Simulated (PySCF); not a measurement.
MgB⁺, PBE: how much the basis matters

PySCF, UKS reference; singlet, unpaired electrons none; De to Mg⁺ + B without counterpoise correction.

| basis | relativity | functions | Re (Å) | ωe (cm⁻¹) | De (eV) | μ (D) |
| --- | --- | --- | --- | --- | --- | --- |
| cc-pVDZ | no relativity | 32 | 2.598 | 332 | 1.80 | -1.52 |
| def2-SVPD | no relativity | 41 | 2.591 | 326 | 1.79 | -1.67 |
| pcseg-2 | no relativity | 49 | 2.584 | 334 | 1.77 | -1.58 |

**Question.** How does each smaller set differ from the one with most functions, pcseg-2?

**Answer.** cc-pVDZ: +1.4 pm, -0.6 % in ωe, +0.03 eV in De; def2-SVPD: +0.7 pm, -2.4 % in ωe, +0.02 eV in De. All at PBE; the set with most functions is neither the basis-set limit nor always the best.

A positive dipole points towards B; it is taken about the centre of mass and depends on that origin. For an ion De counts to the pair picked by the measured ionisation energies or electron affinities, which need not be the lowest pair at this level.
